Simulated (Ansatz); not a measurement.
## HBC⁺, doublet in 6-31G: errors against full CI

Geometry: that of the HBC, triplet, kept fixed. The quartet lies 1.8 eV lower here.

```xyz
3

B     0.0000    0.0000    0.0901
C     0.0000    0.0000   -1.3588
H     0.0000    0.0000    1.2688
```

Basis 6-31G; Ansatz 0.2.0. Only valence electrons are correlated (noble-gas cores frozen), which leaves 7 electrons in 18 orbitals. R marks a restricted (for open shells ROHF) determinant, U an unrestricted one. Active spaces: valence = (7e, 9o) chosen from the atoms' valence shells.

Full CI is exact within this basis and frozen core; it isn't the basis-set limit. The frozen core follows each run's orbitals, which can shift R against U totals by a few meV.

For open shells CISD and CISDTQ are restricted-active-space CI with the open shells as a complete middle space.

```
UHF ⟨S²⟩                          : 1.609
T1 diagnostic (RCCSD)             : 0.0171
largest doubles amplitude (RCCSD) : 0.141
```

| level | E − E(full CI) (kJ/mol) | share of correlation (%) | wall time |
| --- | --- | --- | --- |
| RHF | 287.5 | 0.00 | – |
| RMP2 | 94.8 | 67.02 | – |
| CISD | 23.5 | 91.84 | 0.57 s |
| RCCSD | 10.6 | 96.32 | – |
| RCCSD(T) | 3.7 | 98.70 | 0.96 s |
| BCCD(T) | 4.0 | 98.60 | 1.1 s |
| RCCSDT | 0.5 | 99.84 | – |
| CISDTQ | 0.7 | 99.76 | 2.4 s |
| RCCSDT(Q) | 0.1 | 99.96 | 3 s |
| RCCSDTQ | 0.0 | 100.00 | 20 s |
| CASSCF (valence space) | 67.8 | 76.41 | – |
| NEVPT2 (valence space) | 18.3 | 93.63 | 2.7 s |
| MRCISD (valence space) | 1.1 | 99.61 | – |
| MRCISD+Q (valence space) | 0.2 | 99.93 | 4 s |

The correlation energy at full CI, counted from RHF, is -2.979 eV. That run took 8 s on 1 thread of Arm Neoverse V1, shared host over 624,320 determinants.

Run but not shown, since their state or frozen core can't be matched to the reference's or they repeat it: UHF, UMP2, UCCSD, UCCSD(T), UCCSDT, UCCSDT(Q), UCCSDTQ.

Times hold each run's SCF and search for its determinant on a shared host, so for small cases they say little of a method's own cost; they ran on 1 thread of Arm Neoverse V1.

The full-CI state has the irrep B1 of C2v, in the program's axes (one component, if the state is degenerate).

Natural occupations of full CI about the gap: 1.967 1.963 1.829 0.989 0.145 0.030 0.028 0.015 0.014 0.008; effectively unpaired electrons, Σ n²(2−n)², 1.19.
